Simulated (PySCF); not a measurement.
Compound: BH2Cl.
Numbering: `[BH2:1][Cl:2]`

The calculation used PySCF, delta-SCF UKS SCAN, pcX-2 on the ionised atom, pcseg-1 elsewhere, spin-free X2C. Binding energies are ΔSCF values: E(core-ionised, relaxed orbitals) − E(ground state) at a fixed geometry, referred to the vacuum level.

One binding energy is withheld.

```tsv
atom(s)	bonded to	level	binding energy (eV)
B1	Cl and 2 H	B 1s	198.03
Cl2	B	Cl 1s	?
Cl2	B	Cl 2p3/2	206.88
```

(1) Fill in Cl 1s for Cl2 (atom 2).

(2) Which photon wavelength matches the Cl 1s of Cl2 threshold?

Answers

(1) 2829.48 eV (chlorine bonded to B).

(2) λ = hc/E = 12398.42 eV Å / 2829.48 eV = 4.382 Å.

Spin contamination (⟨S²⟩ against 0.75 for a pure doublet) is marked for B 1s of B1 (0.85), which makes this value less certain. For 2p shells one spin-free hole was relaxed; a mean-field spin–orbit operator and the ground-state splitting of the three 2p orbitals were then diagonalised within the shell. The shell's mean is (2 × 2p3/2 + 2p1/2)/3, and the degeneracies 2j + 1 give areas of 2:1. 2p1/2 minus 2p3/2 (ligand field included): Cl 1.65 eV. Geometry: PBE0-D3(BJ)/def2-SVP; no solvent, vibrations or thermal averaging.
